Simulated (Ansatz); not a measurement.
One change: `C=C=C(F)CN` becomes `C=C=C(F)CC`.

Ansatz, PBE0-D4/def2-TZVP geometries, multiplicity 1. Each molecule was computed in one conformer, which needn't be the lowest.

```
                                      property  `C=C=C(F)CN`
         HOMO–LUMO gap (B3LYP/def2-TZVPP) / eV          6.37
           HOMO energy (B3LYP/def2-TZVPP) / eV         -6.95
size of the dipole moment (PBE/def2-TZVPP) / D          2.66
             LUMO energy (PBE/def2-TZVPP) / eV         -1.38
       HOMO–LUMO gap (ωB97M-V/def2-TZVPP) / eV         11.24
         LUMO energy (ωB97M-V/def2-TZVPP) / eV          1.83
```

Question: What does the change do to each property? (Estimate.)

Answer: Ansatz gave: 
| property | `C=C=C(F)CC` | shift |
| --- | --- | --- |
| HOMO–LUMO gap (B3LYP/def2-TZVPP) / eV | 6.31 | -0.06 |
| HOMO energy (B3LYP/def2-TZVPP) / eV | -6.87 | 0.08 |
| size of the dipole moment (PBE/def2-TZVPP) / D | 1.55 | -1.11 |
| LUMO energy (PBE/def2-TZVPP) / eV | -1.36 | 0.02 |
| HOMO–LUMO gap (ωB97M-V/def2-TZVPP) / eV | 11.12 | -0.12 |
| LUMO energy (ωB97M-V/def2-TZVPP) / eV | 1.83 | 0.00 |

Dipoles are sizes alone; their direction can turn.

B3LYP here is the variant with VWN-RPA as its local correlation; programs differ in this.
